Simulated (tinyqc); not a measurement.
Inside a calculation. Method: CID on RHF in the sto-3g basis, frozen core, for LiH, spin multiplicity 1. One step of it, computed by the program tinyqc.

Problem. CID: determinants and Hamiltonian. Slater-Condon rules over spin orbitals, with the nuclear repulsion and the energy of the frozen orbital added and E(HF) subtracted on the diagonal. Only determinants linked to the reference directly or through others are kept (one block of an abelian symmetry group), so some states are absent.

one-electron integrals dressed by the frozen orbital, h + 2 (pq|11) - (p1|1q) (hartree), lower triangle:
```
,2,3,4,5,6
2,-0.789942
3,0.046712,-0.363042
4,0.000000,0.000000,-0.363919
5,0.000000,0.000000,0.000000,-0.363919
6,-0.133043,0.068426,0.000000,0.000000,-0.214957
```

energy of the frozen orbital, 2 h_11 + (11|11) = -7.84695802 hartree

Two-electron integrals over orbitals (pq|rs), unique and non-zero (hartree); the lowest 1 orbital is frozen and left out:
```
p,q,r,s,(pq|rs)
2,2,2,2,0.495265
3,2,2,2,-0.046712
3,2,3,2,0.012021
3,3,2,2,0.227072
3,3,3,2,0.005977
3,3,3,3,0.338926
4,2,4,2,0.024068
4,3,4,2,0.019204
4,3,4,3,0.041324
4,4,2,2,0.275844
4,4,3,2,0.004592
4,4,3,3,0.282245
4,4,4,4,0.312946
5,2,5,2,0.024068
5,3,5,2,0.019204
5,3,5,3,0.041324
5,4,5,4,0.016869
5,5,2,2,0.275844
5,5,3,2,0.004592
5,5,3,3,0.282245
5,5,4,4,0.279207
5,5,5,5,0.312946
6,2,2,2,0.133043
6,2,3,2,-0.033352
6,2,3,3,-0.009006
6,2,4,4,-0.010122
6,2,5,5,-0.010122
6,2,6,2,0.122838
6,3,2,2,-0.050889
6,3,3,2,0.008319
6,3,3,3,0.036061
6,3,4,4,0.001299
6,3,5,5,0.001299
6,3,6,2,-0.030954
6,3,6,3,0.026296
6,4,4,2,-0.019500
6,4,4,3,-0.013878
6,4,6,4,0.019425
6,5,5,2,-0.019500
6,5,5,3,-0.013878
6,5,6,5,0.019425
6,6,2,2,0.457773
6,6,3,2,-0.041993
6,6,3,3,0.242093
6,6,4,4,0.269431
6,6,5,5,0.269431
6,6,6,2,0.141300
6,6,6,3,-0.043480
6,6,6,6,0.456575
```

nuclear repulsion = 1.06832546 hartree

Hartree-Fock energy = -7.86325129 hartree

Give: determinants; H - E(HF) between determinants.

Solution.

Occupation strings over the orbitals (2 doubly, a alpha, b beta, 0 empty; spin orbitals ordered 1a 1b 2a 2b ...): 220000 202000 20a00b 200200 200020 20b00a 200002

H - E(HF) between determinants (hartree), lower triangle:
```
,220000,202000,20a00b,200200,200020,20b00a,200002
220000,0.0000
202000,0.0120,0.6975
20a00b,-0.0334,0.1045,0.7487
200200,0.0241,0.0413,-0.0139,0.6697
200020,0.0241,0.0413,-0.0139,0.0169,0.6697
20b00a,0.0334,-0.1045,-0.0263,0.0139,0.0139,0.7487
200002,0.1228,0.0263,0.0249,0.0194,0.0194,-0.0249,1.1113
```
